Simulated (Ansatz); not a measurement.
Born–Oppenheimer molecular dynamics of C2H7B (10 atoms, charge 0, multiplicity 1). It goes on from the last frame of an earlier run, with new velocities.

Computed with RHF/def2-SVP (Ansatz 0.2.0).

| Property | Result |
| --- | --- |
| ensemble | NVT, Nosé–Hoover chain |
| time step | 0.25 fs |
| steps asked | 250 |
| set temperature | 3000 K |
| thermostat | time constant 50 fs, chain length 1 |
| seed | 801507 |

Frames 5 fs apart, positions in Å, forces in eV/Å.

Velocities at 0 fs (Å/ps):

```
B -15.84 -11.35 16.61
H -20.84 -13.16 -94.23
C -12.28 -4.14 -1.94
H 52.32 -41.55 -38.85
H 2.28 25.19 -64.77
H 62.23 66.56 6.75
C 8.38 2.92 4.79
H 44.30 -32.52 -36.17
H 43.36 58.72 -38.65
H 32.59 73.09 53.85
```

```xyz
10
Properties=species:S:1:pos:R:3:forces:R:3 time_fs=0 energy_less_start_eV=0.000 T=3000
B -0.039 0.088 -0.065 1.19 0.65 -0.65
H -0.042 0.438 1.068 -0.12 0.00 0.63
C 1.448 0.077 -0.773 -0.76 -0.22 0.37
H 1.417 -0.282 -1.784 -0.08 -0.34 -0.71
H 1.892 1.075 -0.846 -0.32 0.24 0.28
H 2.222 -0.514 -0.258 -0.45 0.02 0.22
C -1.432 -0.168 -0.784 0.80 -0.96 -1.23
H -2.136 -0.709 -0.182 -0.37 -0.34 0.71
H -1.957 0.731 -1.081 0.10 0.65 0.06
H -1.315 -0.759 -1.716 0.00 0.30 0.34
10
Properties=species:S:1:pos:R:3:forces:R:3 time_fs=5 energy_less_start_eV=1.074 T=1968
B -0.095 0.030 -0.026 3.67 2.03 0.48
H -0.148 0.505 1.092 0.34 -0.56 0.06
C 1.400 0.058 -0.795 2.59 0.38 -1.45
H 1.613 -0.461 -1.827 -1.23 0.43 2.04
H 1.766 1.105 -1.105 -1.50 -0.80 0.65
H 2.373 -0.169 -0.230 -1.84 -0.32 -0.03
C -1.389 -0.135 -0.760 -0.70 -1.10 -3.49
H -2.051 -0.892 -0.256 -0.25 1.68 -0.51
H -1.702 0.906 -1.150 -0.49 -1.55 1.58
H -1.096 -0.568 -1.751 -0.59 -0.18 0.67
10
Properties=species:S:1:pos:R:3:forces:R:3 time_fs=10 energy_less_start_eV=0.996 T=2062
B -0.075 0.005 -0.002 2.88 1.85 2.69
H -0.185 0.529 1.341 0.56 -1.46 -2.90
C 1.382 0.046 -0.829 -2.11 1.51 2.86
H 1.589 -0.648 -1.579 -0.04 -1.42 -1.37
H 1.334 1.042 -1.269 -0.10 0.28 -0.43
H 2.211 0.117 -0.163 0.88 -0.20 0.63
C -1.352 -0.120 -0.786 1.54 -2.25 -3.14
H -2.083 -0.780 -0.373 -1.06 0.12 0.24
H -1.582 0.905 -0.935 -1.22 1.15 0.00
H -0.984 -0.504 -1.813 -1.31 0.43 1.43
10
Properties=species:S:1:pos:R:3:forces:R:3 time_fs=15 energy_less_start_eV=1.336 T=1772
B 0.004 0.015 0.067 -0.44 -2.17 -6.82
H -0.101 0.266 1.077 -0.19 1.32 5.64
C 1.337 0.054 -0.822 -1.12 0.05 0.75
H 1.500 -0.940 -1.449 -0.11 2.61 1.32
H 0.915 0.957 -1.460 1.90 -1.72 0.75
H 2.129 0.333 -0.062 -0.10 -0.29 -1.94
C -1.304 -0.132 -0.841 -2.17 2.07 2.42
H -2.282 -0.573 -0.481 1.47 -0.25 -0.20
H -1.671 0.993 -0.727 1.01 -1.75 -1.05
H -1.072 -0.432 -1.841 -0.26 0.13 -0.86
10
Properties=species:S:1:pos:R:3:forces:R:3 time_fs=20 energy_less_start_eV=1.483 T=1675
B 0.069 -0.003 0.058 -4.20 -1.03 3.10
H -0.002 0.117 1.427 0.09 -0.19 -2.86
C 1.270 0.071 -0.793 1.01 2.01 1.45
H 1.416 -0.876 -1.134 1.01 -3.14 -1.14
H 0.848 0.599 -1.586 0.31 1.44 -1.92
H 2.098 0.515 -0.302 1.23 0.35 -0.12
C -1.286 -0.114 -0.861 0.38 -1.85 -1.74
H -2.265 -0.484 -0.581 0.20 -1.42 0.66
H -1.606 0.867 -0.723 -0.14 3.05 -0.55
H -1.184 -0.354 -2.046 0.11 0.80 3.12
10
Properties=species:S:1:pos:R:3:forces:R:3 time_fs=25 energy_less_start_eV=1.434 T=1777
B 0.050 -0.047 0.086 -3.19 -0.01 1.59
H 0.096 -0.039 1.389 -0.43 -0.19 -2.06
C 1.230 0.111 -0.765 4.92 -0.70 -5.59
H 1.481 -1.074 -0.922 -0.24 2.63 0.60
H 0.956 0.389 -1.885 0.40 -0.52 2.47
H 2.208 0.692 -0.629 -1.46 -1.21 0.73
C -1.272 -0.101 -0.882 -1.62 2.64 4.86
H -2.171 -0.665 -0.546 0.48 0.70 0.07
H -1.502 1.078 -0.852 -0.02 -2.26 0.61
H -1.249 -0.158 -1.896 1.17 -1.09 -3.29
10
Properties=species:S:1:pos:R:3:forces:R:3 time_fs=30 energy_less_start_eV=1.627 T=1663
B -0.035 -0.088 0.115 1.82 1.76 -5.54
H 0.128 -0.266 1.193 -0.28 -0.51 3.01
C 1.267 0.139 -0.819 -1.02 -0.58 1.92
H 1.548 -0.866 -0.612 1.03 -1.71 0.20
H 1.116 0.114 -1.836 -1.30 0.12 -2.59
H 2.145 0.699 -0.783 1.58 1.34 1.51
C -1.278 -0.052 -0.845 0.62 -3.48 -2.38
H -2.051 -0.741 -0.478 -0.69 0.98 -0.55
H -1.434 0.972 -0.867 -1.57 2.54 0.65
H -1.093 -0.169 -2.073 -0.19 -0.47 3.77
10
Properties=species:S:1:pos:R:3:forces:R:3 time_fs=35 energy_less_start_eV=2.177 T=1224
B -0.084 -0.100 0.054 4.21 0.32 2.65
H 0.064 -0.534 1.448 -0.56 1.30 -3.37
C 1.308 0.148 -0.865 1.03 -2.59 2.03
H 1.774 -0.787 -0.294 -0.49 1.10 -1.90
H 1.096 -0.136 -1.985 0.92 1.00 2.33
H 2.196 0.856 -0.653 -2.06 -0.62 -0.67
C -1.284 -0.032 -0.831 -4.46 2.51 5.21
H -2.109 -0.657 -0.496 -0.33 0.06 -0.23
H -1.631 1.089 -0.743 0.72 -2.12 -0.71
H -0.920 -0.314 -1.696 1.02 -0.97 -5.34
10
Properties=species:S:1:pos:R:3:forces:R:3 time_fs=40 energy_less_start_eV=1.556 T=1918
B -0.049 -0.104 0.032 1.44 0.77 -2.80
H -0.110 -0.547 1.057 0.58 -0.67 2.66
C 1.359 0.115 -0.863 -1.59 -0.80 5.35
H 1.958 -0.598 -0.325 0.77 -1.00 -0.21
H 1.219 -0.199 -1.831 0.02 -0.02 -2.63
H 1.920 0.985 -0.621 0.22 1.43 -0.66
C -1.342 0.003 -0.779 0.35 -3.87 -2.78
H -2.264 -0.580 -0.543 1.10 -0.23 0.25
H -1.749 0.965 -0.757 -0.06 2.30 -1.25
H -0.798 -0.479 -1.806 -2.84 2.08 2.08
10
Properties=species:S:1:pos:R:3:forces:R:3 time_fs=45 energy_less_start_eV=1.137 T=2477
B 0.023 -0.097 -0.033 -2.29 -2.52 1.53
H -0.189 -0.668 1.101 1.27 1.07 -0.94
C 1.389 0.068 -0.783 1.95 1.15 -2.11
H 2.305 -0.536 -0.440 -1.51 1.40 0.15
H 1.389 -0.178 -1.933 -0.63 0.59 2.21
H 1.571 1.239 -0.758 0.18 -2.35 0.10
C -1.406 0.000 -0.764 -0.75 4.34 1.99
H -2.274 -0.583 -0.507 -0.09 -0.21 1.16
H -1.794 1.076 -1.027 0.76 -1.69 1.03
H -1.192 -0.288 -1.683 1.10 -1.78 -5.11
10
Properties=species:S:1:pos:R:3:forces:R:3 time_fs=50 energy_less_start_eV=1.851 T=1924
B 0.055 -0.130 -0.096 -2.27 -3.08 2.93
H -0.033 -0.679 1.196 0.28 1.48 -2.51
C 1.442 0.045 -0.727 -0.18 1.05 -1.02
H 2.446 -0.301 -0.451 -0.68 0.50 1.03
H 1.426 -0.084 -1.771 -0.41 -1.16 -1.86
H 1.290 1.123 -0.873 1.13 0.94 0.90
C -1.469 0.041 -0.763 0.99 -2.41 -3.76
H -2.263 -0.605 -0.259 1.02 1.60 -0.54
H -1.733 1.017 -1.112 -0.73 1.40 1.36
H -1.545 -0.263 -2.001 0.85 -0.30 3.48
10
Properties=species:S:1:pos:R:3:forces:R:3 time_fs=55 energy_less_start_eV=1.525 T=2413
B 0.042 -0.222 -0.114 -0.29 1.46 -5.04
H 0.186 -0.412 0.912 -0.73 -1.10 5.66
C 1.488 0.043 -0.705 -1.36 1.51 -3.27
H 2.508 0.068 -0.218 -1.54 -0.93 -0.50
H 1.400 -0.199 -1.828 1.32 0.02 1.59
H 1.213 1.130 -0.810 0.42 -0.09 0.20
C -1.512 0.054 -0.824 2.81 2.34 3.33
H -2.111 -0.355 -0.031 -1.03 -0.33 -0.08
H -1.777 1.177 -0.876 0.74 -1.69 0.20
H -1.721 -0.341 -1.756 -0.34 -1.20 -2.09
```

Of the whole run (62 fs, mean temperature of the second half 1978 K): The conserved energy stayed within 0.74 meV per atom of its start (net change 0.74 meV per atom), so the integration is sound. The mean temperature of the second half is 34 % below the set value. A run of 0.062 ps of so small a system gives no equilibrium averages. The orbitals stay closed-shell, which can raise the energy where a bond breaks towards radicals; this wasn't checked here.

The run took 4 min on 1 thread of Arm Neoverse V1, on a shared host, peak memory 0.14 GiB.
